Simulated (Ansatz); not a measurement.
# Cu: which structure is lowest?

Level of theory: DFT, r2SCAN, plane waves (500 eV) with PAW, scalar-relativistic (Ansatz 0.2.0). The PAW files were generated under PBE, with cores re-solved for the functional.

Each structure is relaxed within its own symmetry, so a high-lying one may be dynamically unstable.

| structure | ΔE (meV/atom) | V (Å³/atom) | cell | magnetic state |
| --- | --- | --- | --- | --- |
| fcc | 0 | 11.43 | a = 3.576 Å | spin not included |
| dhcp | 4 | 11.45 | a = 2.530 Å, c = 8.262 Å (c/a = 3.265) | spin not included |
| hcp | 9 | 11.46 | a = 2.529 Å, c = 4.139 Å (c/a = 1.637) | spin not included |
| bcc | 34 | 11.48 | a = 2.842 Å | spin not included |
| omega (AlB2-type) | 81 | 11.64 | a = 4.065 Å, c = 2.440 Å (c/a = 0.600) | spin not included |
| A15 | 108 | 11.74 | a = 4.545 Å | spin not included |
| simple cubic | 506 | 13.30 | a = 2.369 Å | spin not included |
| diamond | 1126 | 18.08 | a = 5.249 Å | spin not included |

ΔE counts from fcc.

Differences under about 8 meV lie within the error of the k-point mesh.
